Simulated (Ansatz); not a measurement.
**N₂O: how energies converge with the basis set**

One table from this session's results is given with a row withheld; the runs are named, their logs left out.

Computed with Ansatz 0.2.0, Gaussian basis. Level: one geometry, several basis sets.

The runs, in order: PBE0-D4/def2-SVP; ωB97M-V/def2-SVP; PBE0-D4/def2-QZVPP; ωB97M-V/def2-QZVPP; CCSD(T)/cc-pV(D+d)Z; CCSD(T)/cc-pV(T+d)Z; CCSD(T)/cc-pV(Q+d)Z; the functionals' def2-TZVPP values are taken from earlier runs.

### The relaxed structure

The geometry comes from an earlier relaxation with PBE0-D4 in a triple-zeta def2 set; it is a stationary point.

3 atoms, charge 0, spin multiplicity 1.

Atoms are counted from 1 here; the program's logs count them from 0.

Bond lengths: N1–N2 1.118 Å, N2–O3 1.174 Å. Angles: N1–N2–O3 180.0°.

Geometry (Å):

```xyz
3

N    -0.5117    1.0013   -0.1679
N    -0.0084    0.0165   -0.0028
O     0.5201   -1.0178    0.1707
```

Set-up of the first run:

Input file in.yaml:

```yaml
crystal:
  periodic: [false, false, false]
  atoms:
    - {symbol: N, position_ang: [-0.511673, 1.001271, -0.167931]}
    - {symbol: N, position_ang: [-0.008437, 0.016545, -0.002767]}
    - {symbol: O, position_ang: [0.520110, -1.017806, 0.170688]}
basis:
  gaussian: {orbitals: def2-SVP}
hamiltonian: {xc: pbe0, dispersion: d4}
output: {orbitals: {seedname: orbitals}}
```

Steps of the session up to this table: PBE0-D4 in def2-SVP; ωB97M-V in def2-SVP; PBE0-D4 in def2-QZVPP; ωB97M-V in def2-QZVPP.

One of the session's tables, all rows but one given; the rest of the session is left out.

| functional | basis | HOMO (eV) | LUMO (eV) |
| --- | --- | --- | --- |
| PBE0-D4 | def2-SVP | -9.71 | -0.06 |
| PBE0-D4 | def2-TZVPP | ? | ? |
| PBE0-D4 | def2-QZVPP | -9.84 | -0.24 |
| ωB97M-V | def2-SVP | -11.90 | 2.45 |
| ωB97M-V | def2-TZVPP | -12.07 | 2.24 |
| ωB97M-V | def2-QZVPP | -12.10 | 2.13 |

Estimate the missing values for PBE0-D4, def2-TZVPP.

As computed: HOMO (eV): -9.82; LUMO (eV): -0.18. In the column «HOMO (eV)» it lies between PBE0-D4, def2-QZVPP (-9.84) and PBE0-D4, def2-SVP (-9.71).
